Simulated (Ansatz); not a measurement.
# C₂H₃O+: small, medium and large basis sets

An exercise on one series of results from a longer session: the logs are not shown, and one member is left open.

Program: Ansatz 0.2.0, Gaussian basis. Level of theory: one geometry, several basis sets. These are calculated values, not measurements.

Plan: PBE0-D4/def2-SVP; ωB97M-V/def2-SVP; PBE0-D4/def2-QZVPP; ωB97M-V/def2-QZVPP; CCSD(T)/cc-pV(D+d)Z; CCSD(T)/cc-pV(T+d)Z; CCSD(T)/cc-pV(Q+d)Z; the functionals' def2-TZVPP values are taken from earlier runs.

## The relaxed structure

All runs share one geometry, relaxed beforehand with PBE0-D4 in a triple-zeta def2 set.

SMILES `CC#[O+]`, 6 atoms, charge 1, spin multiplicity 1.

Atoms are counted from 1 here; the program's logs count them from 0.

Bond lengths: C1–C2 1.418 Å, C1–H4 1.098 Å, C1–H5 1.098 Å, C1–H6 1.098 Å, C2–O3 1.111 Å. Angles: C2–C1–H4 108.3°, C2–C1–H5 108.3°, C2–C1–H6 108.3°, H4–C1–H5 110.6°, H4–C1–H6 110.6°, H5–C1–H6 110.6°, C1–C2–O3 180.0°.

Set-up of the first run:

Input file in.yaml:

```yaml
crystal:
  periodic: [false, false, false]
  atoms:
    - {symbol: C, position_ang: [-0.321646, 0.308359, -0.192604]}
    - {symbol: C, position_ang: [0.617719, -0.592553, 0.370017]}
    - {symbol: O, position_ang: [1.353886, -1.298038, 0.810746]}
    - {symbol: H, position_ang: [-0.073682, 0.447058, -1.253199]}
    - {symbol: H, position_ang: [-1.324129, -0.126030, -0.083509]}
    - {symbol: H, position_ang: [-0.252149, 1.261204, 0.348549]}
basis:
  gaussian: {orbitals: def2-SVP}
total_charge: 1
hamiltonian: {xc: pbe0, dispersion: d4}
output: {orbitals: {seedname: orbitals}}
```

Launch:

```bash
$ ansatz run in.yaml --threads 2 --pin off --events-out ev --progress --plain --max-ram 32768MiB --backend cpu
```

Among the steps run: PBE0-D4 in def2-SVP; ωB97M-V in def2-SVP; PBE0-D4 in def2-QZVPP; ωB97M-V in def2-QZVPP.

One of the session's tables, all rows but one given; the rest of the session is left out.

It belongs to the step «Density functionals: the series». 

```
functional       basis  HOMO (eV)  LUMO (eV)
   PBE0-D4    def2-SVP     -19.21      -8.30
   PBE0-D4  def2-TZVPP     -19.17      -8.23
   PBE0-D4  def2-QZVPP     -19.17      -8.25
   ωB97M-V    def2-SVP          ?          ?
   ωB97M-V  def2-TZVPP     -21.47      -5.81
   ωB97M-V  def2-QZVPP     -21.47      -5.82
```

**Question.** Estimate the row for ωB97M-V, def2-SVP.

As computed: HOMO (eV): -21.48; LUMO (eV): -5.86. In the column «HOMO (eV)» it is the lowest.
